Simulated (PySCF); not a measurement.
fluoroethene (C₂H₃F), SMILES C=CF. The structure is a stationary point at PBE-D3(BJ)/def2-TZVP.

Computed equilibrium geometry at PBE-D3(BJ)/def2-TZVP (PySCF confirms it by a frequency run) as Cartesian coordinates in Å, and its point group:
point group Cs.
```xyz
6

C      0.1995    -1.1853     0.0000
C     -0.4349    -0.0200     0.0000
F      0.2248     1.1622     0.0000
H      1.2872    -1.2440     0.0000
H     -0.3803    -2.1062     0.0000
H     -1.5177     0.1219     0.0000
```
Charge 0, spin multiplicity 1.
